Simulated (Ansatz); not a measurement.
# CHSi+ (triplet): the correlation ladder, def2-TZVPP

One table from this session's results is given with a row withheld; the runs are named, their logs left out.

Program: Ansatz 0.2.0, Gaussian basis. Level of theory: def2-TZVPP, core rule «outside noble gas», up to 6 orbitals frozen. These are calculated values, not measurements.

The runs, in order: UHF; ROHF; CCSD(T) on UHF.

2 further runs of the same task are left out: 2 set aside as unsound or not needed.

**The geometry**

The geometry is a PBE0/def2-TZVP stationary point (not a proven minimum) of the parent state, kept for this charge and spin.

3 atoms, charge 1, spin multiplicity 3.

Atoms are counted from 1 here; the program's logs count them from 0.

Bond lengths: Si1–C2 1.682 Å, C2–H3 1.079 Å. Angles: Si1–C2–H3 180.0°.

As a file:

```xyz
3
charge 1, multiplicity 3
Si    0.00000    0.00000    1.48144
C     0.00000    0.00000   -0.20101
H     0.00000    0.00000   -1.28043
```

Set-up of the first run:

in.yaml

```yaml
crystal:
  periodic: [false, false, false]
  atoms:
    - {symbol: Si, position_ang: [0.000000, 0.000000, 1.481442]}
    - {symbol: C, position_ang: [0.000000, 0.000000, -0.201009]}
    - {symbol: H, position_ang: [0.000000, 0.000000, -1.280432]}
basis:
  gaussian: {orbitals: def2-TZVPP}
total_charge: 1
magnetization: {spin_polarized: true, initial_magnetization: 2}
hamiltonian: {xc: hf}
output: {orbitals: {seedname: orbitals}}
```

Started as:

```console
$ ansatz run in.yaml --threads 1 --pin off --events-out ev --progress --plain --max-ram 4096MiB --backend cpu
```

Steps of the session up to this table: UHF; ROHF; CCSD(T) on UHF.

One table of the session follows, with a row left open; its other results are not shown here.

```
  method  from UCCSD(T) (meV)
    ROHF              +5771.9
     UHF              +5606.2
    UMP2                    ?
   UCCSD               +194.0
UCCSD(T)                    0
```

**Question.** Estimate the row for UMP2.

As computed: from UCCSD(T) (meV): +1048.5. In the column «from UCCSD(T) (meV)» it lies between UCCSD (+194.0) and UHF (+5606.2).
